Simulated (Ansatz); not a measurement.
# 1T (CdI2-type) SnSe2: bulk modulus by level of theory

No measured value is used here.

```
level (code)           value (GPa)  cell (Å³/atom)
---------------------  -----------  --------------
LDA (Ansatz)                  30.2           24.56
PBE (Ansatz)                  2.96           30.14
PBEsol (Ansatz)               17.4           25.90
rVV10 (Ansatz)                29.9           27.03
r²SCAN+rVV10 (Ansatz)         24.6           26.33
```

LDA: LDA has no dispersion term either, though it tends to give short spacings of layers, chains or molecules. PBE: for a layered or molecular solid the relaxed cell lies over 5 % above the published volume, where the minimum can be shallow. PBE, PBEsol: the cell comes from a level without a dispersion term, which matters for the spacing of layers, chains or molecules. Each level is taken at its own relaxed cell. Cutoffs differ between the levels. Ansatz's density-functional and Hartree–Fock values are scalar-relativistic unless marked +SOC, with PAW data made under PBE.

Ansatz is a program for electronic structure.
